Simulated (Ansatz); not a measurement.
System: dimethyl thioether, C$_{2}$H$_{6}$S (charge 0, singlet). SMILES: CSC
Coordinates optimised at B3LYP-D3(BJ)/def2-TZVP (Ansatz, a quantum-chemistry and plane-wave program):
```
S
C 1 1.8112
H 2 1.0891 1 107.16
H 2 1.0906 3 108.89 1 120.22
H 2 1.0906 3 108.89 4 119.56
C 1 1.8112 2 99.32 3 180.00
H 6 1.0891 1 107.16 2 -180.00
H 6 1.0906 7 108.89 1 -120.22
H 6 1.0906 7 108.89 8 -119.56
```
Charge 0, spin multiplicity 1.

Quantity: vertical triplet-singlet gap (E(triplet) - E(singlet); each state is the SCF solution reached for its spin), in eV. Valence correlation only, unless marked. UHF or UKS for open shells. Spin-orbit coupling is left out. No relativistic terms. 

```tsv
level	program	vertical triplet-singlet gap (eV)
SVWN5/def2-TZVPD	Ansatz	4.71
B3LYP/def2-TZVPD	Ansatz	4.79
PBE0/def2-TZVPD	Ansatz	4.79
BHLYP/def2-TZVPD	Ansatz	4.94
wB97M-V/def2-TZVPD	Ansatz	5.08
wB97X-V/def2-TZVPD	Ansatz	5.13
RI-MP2/aug-cc-pV(T+d)Z	Ansatz	5.09
SCS-MP2/aug-cc-pV(D+d)Z	Ansatz	5.20
CCSD(T)/aug-cc-pV(D+d)Z	Ansatz	5.04
```
